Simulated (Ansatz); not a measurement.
Program: Ansatz. Geometries: PBE0-D4/def2-TZVP. ΔE: electronic, gas phase. CBS: MP2 limit from def2 TZ/QZ plus the TZ coupled-cluster correction, frozen cores. This one scheme is used for every species. Functionals use def2-TZVPP. B3LYP here is the variant with VWN-RPA as its local correlation; programs differ in this.

Consider the ligand exchange at the Si–C bond: `CC[SiH]` + H₂S → `[SiH]S` + `CC`.

`CC[SiH]`:

```xyz
9

C     0.903    0.146   -0.303
C    -0.591   -0.141   -0.373
Si   -1.539   -0.735    1.151
H     1.277    0.603   -1.224
H     1.473   -0.773   -0.145
H     1.134    0.817    0.527
H    -0.844   -0.756   -1.242
H    -1.148    0.806   -0.540
H    -0.666    0.032    2.150
```

H₂S:

```xyz
3

S    -0.069    0.389    0.477
H    -0.311    0.480   -0.839
H     0.381   -0.869    0.363
```

`[SiH]S`:

Z-matrix (Å, degrees):
```
Si
S 1 2.115
H 1 1.525 2 89.3
H 2 1.346 1 97.5 3 -179.9
```

`CC`:

Z-matrix (Å, degrees):
```
C
C 1 1.519
H 1 1.093 2 111.4
H 1 1.093 2 111.4 3 120.0
H 1 1.093 2 111.4 3 -120.0
H 2 1.093 1 111.4 3 180.0
H 2 1.093 1 111.4 3 -60.0
H 2 1.093 1 111.4 3 60.0
```

```
             level  ΔE (kcal/mol)
            PBE-D4          -35.1
           BLYP-D4          -34.5
        r2SCANh-D4          -35.3
            revPBE          -35.9
             B3LYP          -35.0
           r2SCANh          -35.5
SCS-MP2/def2-TZVPP          -33.0
CCSD(T)/def2-TZVPP          -32.5
```

Problem. What does CCSD(T)/CBS give? (An estimate is asked.)

Solution. Computed: -33.0 kcal/mol. The listed levels differ from it by -2.1, -1.5, -2.3, -2.9, -2.0, -2.5, 0.0, 0.5 kcal/mol.

Problem. What do rigid-rotor, harmonic-oscillator terms from PBE0-D4/def2-TZVP frequencies (298.15 K, 1 bar) make of the CCSD(T)/CBS value? (Estimate.)

Solution. Computed: ΔZPE = +3.6 kcal/mol, ΔH = -30.1 kcal/mol, ΔS = -13 J/(mol·K), ΔG = -29.2 kcal/mol.

Largest T1 diagnostic among the species: 0.016.

From BLYP to BHLYP (50 % exact exchange), in def2-TZVPP and without D4, ΔE moves by +1.4 kcal/mol. Leaving LDA and LC-ωPBE aside and taking each functional with its dispersion term where it has one, the values, not all of them listed here, spread over 2.9 kcal/mol, from r2SCAN-D4 to ωB97X-V. LDA lies +1.1 kcal/mol from PBE without D4.
